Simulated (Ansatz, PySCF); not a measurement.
System: SiN3H6Cl, charge 0, multiplicity 1. SMILES: N[Si](N)(N)Cl
Coordinates optimised at B3LYP-D3(BJ)/def2-TZVP (Ansatz, an electronic-structure program):
```
Si
N 1 1.7036
H 2 1.0067 1 119.06
H 2 1.0068 3 112.37 1 -152.40
N 1 1.7036 2 110.19 3 124.01
H 5 1.0066 1 119.06 2 1.60
H 5 1.0067 6 112.38 1 -152.47
N 1 1.7038 2 110.10 3 2.24
H 8 1.0067 1 118.98 2 124.17
H 8 1.0068 9 112.34 1 -152.12
Cl 1 2.1018 2 108.83 3 -116.92
```

BP86/def2-SVP beside other levels, property by property. Terms: no spin-orbit coupling; 6-31G* and kin with 6d, 5d where marked; non-relativistic; dispersion terms only where a functional's name holds one; atomisation electronic, to ground-state atoms; open shells spin-unrestricted; valence correlation only. CBS(X,Y): correlation extrapolated as X^-3; Hartree-Fock from the larger set. Ab initio and DFT rows: single points at B3LYP-D3(BJ) geometries (Ansatz), with unscaled harmonic terms from B3LYP/6-31G* (Ansatz) at its own minima, enthalpies of formation by atomisation with measured atoms.

Coupled cluster (Ansatz) is a level with limits of its own, used here on species with T1 under 0.025 (0.045 for open shells) and stable references: (a) CCSD(T)/CBS(aug-cc-pV(T+d)Z,aug-cc-pV(Q+d)Z); (b) CCSD(T)/CBS(cc-pV(T+d)Z,cc-pV(Q+d)Z).

```
property                                                                                     BP86/def2-SVP (PySCF)  HF/6-31G* (Ansatz)  B3LYP/STO-3G (Ansatz)  PBE0/def2-TZVPD (Ansatz)             to compare with
-------------------------------------------------------------------------------------------  ---------------------  ------------------  ---------------------  ------------------------  --------------------------
enthalpy of formation at 298 K (kcal/mol)                                                                   -116.8               224.2                 -149.3                     -99.0  -111.8 coupled cluster (a)
proton affinity at N (heteroatom site), enthalpy at 298 K, to N[Si](N)([NH3+])Cl (kcal/mol)                  222.0               218.9                  271.2                     217.0   215.8 coupled cluster (b)
N-Si bond dissociation enthalpy at 298 K, to [NH2] (NH2) + N[Si](N)Cl (kcal/mol)                             102.8                81.7                  101.7                     104.7   112.2 coupled cluster (a)
Cl-Si bond dissociation enthalpy at 298 K, to N[Si](N)N + Cl atom (kcal/mol)                                 112.4                94.0                  119.0                     115.2   121.0 coupled cluster (a)
atomisation energy (kcal/mol)                                                                                945.0               603.9                  977.4                     927.1   939.9 coupled cluster (a)
```

As the rows show:
- enthalpy of formation at 298 K: BP86/def2-SVP lies 5.0 kcal/mol below coupled cluster.
- proton affinity at N (heteroatom site), enthalpy at 298 K, to N[Si](N)([NH3+])Cl: BP86/def2-SVP lies 6.2 kcal/mol above coupled cluster.
- N-Si bond dissociation enthalpy at 298 K, to [NH2] (NH2) + N[Si](N)Cl: BP86/def2-SVP lies 9.4 kcal/mol below coupled cluster.
- Cl-Si bond dissociation enthalpy at 298 K, to N[Si](N)N + Cl atom: BP86/def2-SVP lies 8.6 kcal/mol below coupled cluster.
- atomisation energy: BP86/def2-SVP lies 5.1 kcal/mol above coupled cluster.

The properties are those with a value to compare with, at most eight drawn at random. No case is left out for the size of its miss. Left out are saddle points of the reference geometry, anions that the best level run finds unbound, excited spin states, species near biochemistry, 298 K rows of species without real B3LYP wavenumbers, cases with under five habitual levels, runs that failed or that the program found above a lower state of the same kind, table entries that another table contradicts, and a share of species set aside by lot.
